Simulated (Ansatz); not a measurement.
Reactions of `CC1=C(F)C1`.

Calculated with Ansatz (gas phase, PBE0-D4/def2-TZVP geometries, no zero-point term in ΔE). CBS: MP2 limit from def2 TZ/QZ plus the TZ coupled-cluster correction, frozen cores. This one scheme is used for every species. DFT in def2-TZVPP. Each species was taken in one conformer, which may not be the lowest.

```tsv
reaction	ωB97M-V (kJ/mol)	HF/CBS(def2) (kJ/mol)	B2PLYP (kJ/mol)
`CC1=C(F)C1` → `C#CCCF`	-75	-107	-84
`CC1=C(F)C1` → `C#CC(C)F`	-78	-105	-87
`CC1=C(F)C1` → `CCC#CF`	-18	-40	-26
`CC1=C(F)C1` + H₂O → `OC1=C(F)C1` + CH₄	51	51	50
`CC1=C(F)C1` → `FCC1=CC1`	-3	-12	-2
`CC1=C(F)C1` → `C=C=C(C)F`	-89	-102	-94
`CC1=C(F)C1` → `C=C/C=C\F`	-142	-168	-152
`CC1=C(F)C1` + HCl → `CC1=C(Cl)C1` + H–F	-29	-20	-33
`CC1=C(F)C1` → `CC1=CC1F`	-52	-58	-50
`CC1=C(F)C1` → `FC1=CCC1`	-116	-118	-110
```

(1) Give the CCSD(T)/CBS values in the same order. (Best estimate.)

Largest T1 diagnostic: 0.012, for `OC1=C(F)C1`.

Answers

(1) Computed: -87, -90, -25, 60, -5, -91, -151, -42, -52, -119 kJ/mol.
